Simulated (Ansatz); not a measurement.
Si2, SMILES `[Si]=[Si]` (lower triplet) (charge 0, multiplicity 3). The linear singlet lies higher and needs more than one determinant, so no gap is given.

Computed with frozen-core full CI/cc-pVDZ // B3LYP-D3(BJ)/def2-TZVP in Ansatz (a program for electronic structure).

Ansatz 0.2 input:
```yaml
crystal:
  periodic: [false, false, false]
  atoms:
    - { symbol: Si, position_ang: [1.134241, -0.000006, -0.000004] }
    - { symbol: Si, position_ang: [-1.134241, 0.000006, 0.000004] }
basis:
  gaussian: { orbitals: cc-pVDZ }
correlation:
  method: fci
magnetization:
  spin_polarized: false
  initial_magnetization: 2
```

Output:

```
Functional definition: HF
663 factors; integrals over basis functions are off by at most 1.2e-7 eV
mean field evaluation 1: about -15720.5120 eV, gradient 4.0e0 eV
mean field evaluation 2: about -15720.6496 eV, gradient 4.2e0 eV
mean field evaluation 4: about -15720.8559 eV, gradient 3.6e-1 eV
mean field evaluation 8: about -15720.8613 eV, gradient 5.4e-2 eV
mean field evaluation 16: about -15720.9209 eV, gradient 4.7e-1 eV
mean field evaluation 32: about -15720.6550 eV, gradient 4.6e0 eV
mean field evaluation 64: about -15721.5507 eV, gradient 9.5e-2 eV
mean field -15721.55141464 eV, -577.7563580376 hartree, gradient 1.3e-6 eV, S^2 2.000000; 9 other end points of the search recorded, 0 dependent functions left out
mean field evaluation 96: about -15721.1171 eV, gradient 7.2e-1 eV
mean field evaluation 128: about -15721.1966 eV, gradient 1.1e0 eV
mean field evaluation 160: about -15721.6375 eV, gradient 1.1e-1 eV
mean field evaluation 192: about -15721.0042 eV, gradient 3.1e-1 eV
determinant -15721.55141464 eV, -577.7563580376 hartree, with singles and doubles -15725.99719352 eV, -577.9197373981 hartree
determinant -15720.86138678 eV, -577.7309999815 hartree, with singles and doubles -15725.81223673 eV, -577.9129403614 hartree
determinant -15721.55141464 eV, -577.7563580376 hartree, with singles and doubles -15725.99713519 eV, -577.9197352546 hartree
determinant -15720.86138678 eV, -577.7309999815 hartree, with singles and doubles -15725.81215865 eV, -577.9129374919 hartree
10 core orbitals not correlated
reference -15721.55141464 eV, -577.7563580376 hartree; 5, 3 occupied and 21, 23 virtual orbitals, 663 factors
state -15726.26451873 eV, -577.9295614185 hartree
Total energy: -15726.26451873 eV, -577.9295614185 hartree
```
